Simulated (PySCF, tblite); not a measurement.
# C₅H₁₀S: a rotation path, then NMR shifts on frames

Aim: move C₅H₁₀S (`SCC1CCC1`) away from its starting geometry and see how NMR shifts follow the geometry.

Computed with tblite 0.8.0 and PySCF 2.14.0, with density-fitted response routines of our own, on a single molecule in the gas phase. Atoms are numbered from 0 throughout.

## 1. Starting geometry

16 atoms, charge 0, multiplicity 1; geometry from: GFN2-xTB.

Bonds of the start (Å): S0–C1 1.83, C1–C2 1.51, C2–C3 1.54, C3–C4 1.54, C4–C5 1.54, C5–C2 1.54, S0–H6 1.33, C1–H7 1.09, C1–H8 1.09, C2–H9 1.09, C3–H10 1.09, C3–H11 1.09, C4–H12 1.09, C4–H13 1.09, C5–H14 1.09, C5–H15 1.09.

## 2. The rotation path with GFN2-xTB

What the job is given:

```
{"job": {"kind": "neb", "xc": "GFN2-xTB", "basis": "xTB", "atoms": [0, 1, 2, 3], "turn": 120}, "charge": 0, "multiplicity": 1}
S      2.911875    -0.550612    -0.096973
C      1.244569    -1.091854     0.423817
C      0.149574    -0.282116    -0.236211
C     -0.071357     1.147339     0.292483
C     -1.572911     0.851814     0.425342
C     -1.292272    -0.637679     0.176491
H      2.763936     0.718637     0.274695
H      1.186377    -2.140032     0.129612
H      1.191485    -1.022736     1.511264
H      0.285597    -0.304079    -1.319098
H      0.199010     1.955217    -0.384059
H      0.409714     1.316102     1.255360
H     -2.164828     1.307902    -0.364737
H     -2.021069     1.096468     1.385720
H     -1.329474    -1.234903     1.085668
H     -1.897824    -1.120524    -0.586861
```

Level: GFN2-xTB climbing-image nudged elastic band, gas phase.

On the command line:

```console
> OMP_NUM_THREADS=1 python probes_run.py task.json out
```

The driver reads the jobs from task.json and runs them one after another.

Log:

```text
image   E - E0 / eV
  0      -0.0000
  1       0.0216
  2       0.0770
  3       0.1405
  4       0.1785
  5       0.1687
  6       0.1208
  7       0.0654
  8       0.0441
```

It took 3 s on 1 thread of Arm Neoverse V1, shared host; peak memory 0.18 GiB.

The final band, with the dihedral S0–C1–C2–C3:

```
image  dihedral (°)  energy (eV)  energy (kcal/mol)
    0           -75        0.000                0.0
    1           -62        0.022                0.5
    2           -48        0.077                1.8
    3           -33        0.141                3.2
    4           -16        0.178                4.1
    5            -1        0.169                3.9
    6            15        0.121                2.8
    7            31        0.065                1.5
    8            43        0.044                1.0
```

## 3. Nuclear shieldings: image 0, PBE0/pcSseg-1

What the job is given:

```
{"job": {"kind": "nmr", "xc": "PBE0", "basis": "pcSseg-1", "pop": false}, "charge": 0, "multiplicity": 1}
S      2.911900    -0.550600    -0.097000
C      1.244600    -1.091900     0.423800
C      0.149600    -0.282100    -0.236200
C     -0.071400     1.147300     0.292500
C     -1.572900     0.851800     0.425300
C     -1.292300    -0.637700     0.176500
H      2.763900     0.718600     0.274700
H      1.186400    -2.140000     0.129600
H      1.191500    -1.022700     1.511300
H      0.285600    -0.304100    -1.319100
H      0.199000     1.955200    -0.384100
H      0.409700     1.316100     1.255400
H     -2.164800     1.307900    -0.364700
H     -2.021100     1.096500     1.385700
H     -1.329500    -1.234900     1.085700
H     -1.897800    -1.120500    -0.586900
```

With the program's defaults for keys left out, this is: GIAO PBE0/pcSseg-1 NMR shielding, non-relativistic, gas phase.

Log:

```text
coarse grid: 13256 points
cycle   1  E = -594.2157349584  dE =  6.253e-01  |g| = 3.417e-01  |ddm| = 3.530e+00
cycle   2  E = -594.2128802787  dE =  2.855e-03  |g| = 3.794e-01  |ddm| = 7.123e-01
cycle   3  E = -594.2500770357  dE = -3.720e-02  |g| = 4.522e-02  |ddm| = 3.757e-01
cycle   4  E = -594.2505205440  dE = -4.435e-04  |g| = 1.720e-02  |ddm| = 7.520e-02
cycle   5  E = -594.2505875307  dE = -6.699e-05  |g| = 4.128e-03  |ddm| = 2.427e-02
cycle   6  E = -594.2505907664  dE = -3.236e-06  |g| = 1.519e-03  |ddm| = 4.580e-03
final grid: 121512 points
cycle   7  E = -594.2912337743  dE = -4.350e-05  |g| = 8.911e-03  |ddm| = 3.383e-02
cycle   8  E = -594.2912208111  dE =  1.296e-05  |g| = 1.141e-02  |ddm| = 1.815e-02
cycle   9  E = -594.2912538226  dE = -3.301e-05  |g| = 5.568e-04  |ddm| = 1.101e-02
cycle  10  E = -594.2912538877  dE = -6.517e-08  |g| = 2.215e-04  |ddm| = 8.940e-04
cycle  11  E = -594.2912538991  dE = -1.134e-08  |g| = 5.202e-05  |ddm| = 2.228e-04
cycle  12  E = -594.2912538997  dE = -5.953e-10  |g| = 1.422e-05  |ddm| = 5.657e-05
converged SCF energy = -594.2912538997

GIAO shielding tensors (ppm)
atom      isotropic    diamagn.    paramagn.     s11        s22        s33       span
  0 S      612.201    1054.634    -442.433    462.866    568.695    805.042    342.177
  1 C      147.676     247.253     -99.577    127.546    145.678    169.805     42.259
  2 C      147.575     248.397    -100.822    133.227    144.232    165.266     32.039
  3 C      159.771     249.416     -89.645    143.807    154.906    180.600     36.793
  4 C      171.240     250.228     -78.989    161.435    169.541    182.742     21.306
  5 C      159.895     249.276     -89.381    147.522    150.077    182.088     34.566
  6 H       30.242      30.000       0.242     22.520     30.471     37.735     15.215
  7 H       29.488      29.889      -0.401     24.200     28.859     35.406     11.206
  8 H       29.166      30.787      -1.621     23.473     29.433     34.593     11.121
  9 H       29.285      32.303      -3.018     25.695     29.867     32.293      6.598
 10 H       29.501      31.175      -1.674     25.547     27.955     35.000      9.454
 11 H       30.346      31.997      -1.651     26.640     30.467     33.930      7.290
 12 H       29.770      30.315      -0.544     26.616     26.995     35.700      9.084
 13 H       29.939      29.788       0.151     26.185     26.789     36.842     10.656
 14 H       30.112      31.342      -1.230     26.863     29.027     34.445      7.582
 15 H       29.579      30.649      -1.070     26.100     26.789     35.847      9.748
```

Wall time 15 s (1 thread of Arm Neoverse V1, shared host); peak memory 0.74 GiB.

Shifts follow as δ = σ(reference) − σ, with reference shieldings (ppm) from runs at the same level and on the same kind of geometry: ¹H TMS 31.72, ¹³C TMS 186.9, ³³S CS2 504. The references are single molecules in the gas phase. Each atom is listed at this fixed geometry, with no averaging over motion; a spectrum would average atoms that exchange fast.

```
atoms                         environment  σ (ppm)  δ (ppm)
   C2                    sp3 CH in a ring    147.6     39.4
   C1                 sp3 CH2 bonded to S    147.7     39.2
   C3                   sp3 CH2 in a ring    159.8     27.2
   C5                   sp3 CH2 in a ring    159.9     27.0
   C4                   sp3 CH2 in a ring    171.2     15.7
   H8  hydrogen on an sp3 CH2 bonded to S    29.17     2.55
   H9     hydrogen on an sp3 CH in a ring    29.28     2.43
   H7  hydrogen on an sp3 CH2 bonded to S    29.49     2.23
  H10    hydrogen on an sp3 CH2 in a ring    29.50     2.22
  H15    hydrogen on an sp3 CH2 in a ring    29.58     2.14
  H12    hydrogen on an sp3 CH2 in a ring    29.77     1.95
  H13    hydrogen on an sp3 CH2 in a ring    29.94     1.78
  H14    hydrogen on an sp3 CH2 in a ring    30.11     1.61
   H6          hydrogen on a thiol sulfur    30.24     1.48
  H11    hydrogen on an sp3 CH2 in a ring    30.35     1.37
   S0                        thiol sulfur      612     -108
```

Ring of atoms C2, C3, C4, C5: NICS(0) 0.2, NICS(1) -0.4, NICS(1)zz 4.2 ppm (means of both faces).

## 4. Nuclear shieldings: image 2, PBE0/pcSseg-1

What the job is given:

```
{"job": {"kind": "nmr", "xc": "PBE0", "basis": "pcSseg-1", "pop": false}, "charge": 0, "multiplicity": 1}
S      2.869200    -0.273100     0.150900
C      1.255800    -1.127300     0.266000
C      0.100300    -0.328900    -0.313700
C     -0.049700     1.148700     0.097700
C     -1.525800     0.894400     0.436800
C     -1.284500    -0.615300     0.300300
H      2.605700     0.638500     1.084800
H      1.398500    -2.056700    -0.285900
H      1.092400    -1.365600     1.316800
H      0.098800    -0.434000    -1.399900
H      0.144700     1.871300    -0.691600
H      0.543700     1.416500     0.969900
H     -2.209900     1.283000    -0.313600
H     -1.850100     1.235600     1.417800
H     -1.213000    -1.117300     1.264500
H     -1.983700    -1.160800    -0.328500
```

With the program's defaults for keys left out, this is: GIAO PBE0/pcSseg-1 NMR shielding, non-relativistic, gas phase.

Log:

```text
coarse grid: 13256 points
cycle   1  E = -594.2120066250  dE =  6.259e-01  |g| = 3.444e-01  |ddm| = 3.534e+00
cycle   2  E = -594.2088697712  dE =  3.137e-03  |g| = 3.831e-01  |ddm| = 7.296e-01
cycle   3  E = -594.2469000163  dE = -3.803e-02  |g| = 4.560e-02  |ddm| = 3.835e-01
cycle   4  E = -594.2473497711  dE = -4.498e-04  |g| = 1.713e-02  |ddm| = 7.666e-02
cycle   5  E = -594.2474163734  dE = -6.660e-05  |g| = 4.268e-03  |ddm| = 2.476e-02
cycle   6  E = -594.2474199254  dE = -3.552e-06  |g| = 1.504e-03  |ddm| = 4.780e-03
final grid: 121512 points
cycle   7  E = -594.2881623476  dE = -3.701e-05  |g| = 9.010e-03  |ddm| = 3.028e-02
cycle   8  E = -594.2881486731  dE =  1.367e-05  |g| = 1.162e-02  |ddm| = 1.885e-02
cycle   9  E = -594.2881830215  dE = -3.435e-05  |g| = 5.544e-04  |ddm| = 1.133e-02
cycle  10  E = -594.2881830860  dE = -6.455e-08  |g| = 2.180e-04  |ddm| = 8.669e-04
cycle  11  E = -594.2881830972  dE = -1.115e-08  |g| = 4.741e-05  |ddm| = 2.232e-04
cycle  12  E = -594.2881830977  dE = -4.804e-10  |g| = 1.395e-05  |ddm| = 5.201e-05
converged SCF energy = -594.2881830977

GIAO shielding tensors (ppm)
atom      isotropic    diamagn.    paramagn.     s11        s22        s33       span
  0 S      623.268    1054.597    -431.329    516.584    563.919    789.301    272.717
  1 C      148.900     246.927     -98.027    119.506    154.160    173.033     53.527
  2 C      150.975     248.230     -97.256    132.841    151.951    168.133     35.292
  3 C      161.770     248.582     -86.813    149.126    155.001    181.181     32.054
  4 C      171.423     250.359     -78.936    161.399    170.138    182.733     21.334
  5 C      157.487     249.317     -91.830    140.788    151.329    180.343     39.555
  6 H       30.003      29.930       0.073     22.199     29.580     38.230     16.030
  7 H       29.143      29.648      -0.506     23.362     28.608     35.458     12.097
  8 H       29.259      30.718      -1.458     22.972     29.531     35.275     12.303
  9 H       29.211      32.207      -2.996     25.400     29.185     33.047      7.647
 10 H       29.616      30.850      -1.234     25.596     27.806     35.445      9.849
 11 H       30.063      32.351      -2.288     25.699     31.177     33.311      7.613
 12 H       29.793      30.287      -0.494     26.665     26.999     35.715      9.050
 13 H       29.984      29.897       0.087     26.184     26.885     36.883     10.699
 14 H       30.228      31.401      -1.173     27.058     29.099     34.527      7.469
 15 H       29.507      30.563      -1.057     26.012     26.771     35.737      9.725
```

It took 15 s on 1 thread of Arm Neoverse V1, shared host; peak memory 0.82 GiB.

This run: δ C1 38.0, C2 36.0, C5 29.4, C3 25.2, H7 2.57, H9 2.51 ppm.

(Part 1 of 2 ends here.)
